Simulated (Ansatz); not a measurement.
C3H7NO can be A, `C=C(N)OC`, or B, `CCC(N)=O`.

Calculated with Ansatz (gas phase, PBE0-D4/def2-TZVP geometries, no zero-point term in ΔE). CCSD(T)/CBS is the MP2 limit (def2-TZVPP, def2-QZVPP) plus CCSD(T) − MP2 in def2-TZVPP, frozen cores. DFT in def2-TZVPP. B3LYP here is the variant with VWN-RPA as its local correlation; programs differ in this. One conformer a species, not always the lowest.

A:

```xyz
12

C     1.039    0.862   -0.229
C    -0.164    0.340   -0.497
N    -0.980    0.712   -1.548
O    -0.800   -0.597    0.237
C    -0.139   -1.068    1.386
H     1.462    1.601   -0.894
H     1.599    0.597    0.653
H    -0.499    1.184   -2.295
H    -1.575   -0.033   -1.875
H    -0.793   -1.817    1.829
H     0.823   -1.523    1.130
H     0.027   -0.258    2.104
```

B:

Z-matrix (Å, degrees):
```
C
C 1 1.515
H 1 1.091 2 111.0
H 1 1.092 2 110.7 3 120.4
H 1 1.090 2 110.5 3 -119.0
C 2 1.516 1 112.5 3 63.8
H 2 1.095 1 111.2 3 -59.4
H 2 1.097 1 110.4 3 -176.9
O 6 1.212 2 123.0 1 19.0
N 6 1.358 2 114.9 1 -162.0
H 10 1.005 6 118.5 2 -175.9
H 10 1.003 6 122.1 2 -0.6
```

(1) Which is lower in electronic energy at CCSD(T)/CBS, and by how much? (An estimate is asked.)

(2) Give E(B) − E(A) in kJ/mol with LDA (SPW92), BLYP-D4, B2PLYP, PBE-D4, HF/def2-TZVPP, r2SCAN-D4, B3LYP. (Estimate.)

(3) Does the order hold for the free energy at 298.15 K (harmonic terms from PBE0-D4)? (An estimate is asked.)

Largest T1 diagnostic: 0.013.

Answers

(1) Computed: B, by 139.9 kJ/mol.

(2) Computed: LDA (SPW92) -132.9, BLYP-D4 -138.2, B2PLYP -143.0, PBE-D4 -142.4, HF/def2-TZVPP -145.4, r2SCAN-D4 -143.3, B3LYP -139.8. None reverses the order clearly.

(3) The calculation gave: Yes: G(B) − G(A) = -144.8 kJ/mol, for one conformer each. Modes under 60 cm⁻¹, often nearly free rotors, make the harmonic entropy too high.

At CCSD(T), def2-SVP lies −15.8 kJ/mol from the extrapolated value and def2-TZVPP −1.5 kJ/mol. Leaving LDA and LC-ωPBE aside and taking each functional with its dispersion term where it has one, the values, not all of them listed here, spread over 8.2 kJ/mol, from PBE-QIDH to BLYP-D4. LDA lies +10.0 kJ/mol from PBE without D4.
